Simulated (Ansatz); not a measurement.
Isolated molecules relaxed with PBE0-D4/def2-TZVP in Ansatz; ΔE leaves out vibrations. CBS: MP2 limit from def2 TZ/QZ plus the TZ coupled-cluster correction, frozen cores. Functionals use def2-TZVPP. HSE06 is defined as in plane-wave codes. One conformer a species, not always the lowest.

`C#COCF` → `FC1C=CO1`  (isomerisation)

```
         level  ΔE (kcal/mol)
       ωB97X-V          -20.3
        B2PLYP          -15.3
         HSE06          -21.1
MP2/def2-TZVPP          -16.9
```

(1) What does CCSD(T)/CBS give? (Estimate.)

Largest T1 diagnostic among the species: 0.014.

Answers

(1) Ansatz gave: -17.8 kcal/mol. The listed levels differ from it by -2.5, 2.5, -3.3, 0.9 kcal/mol.

Leaving LDA and LC-ωPBE aside and taking each functional with its dispersion term where it has one, the values, not all of them listed here, spread over 6.4 kcal/mol, from HSE06-D4 to BLYP-D4. LDA lies −3.8 kcal/mol from PBE without D4. From BLYP to BHLYP (50 % exact exchange), in def2-TZVPP and without D4, ΔE moves by −1.0 kcal/mol. In def2-TZVPP, CCSD(T) changes the Hartree–Fock value by −6.5 kcal/mol (the triples alone add −0.9 kcal/mol) and MP2 by −5.8 kcal/mol.
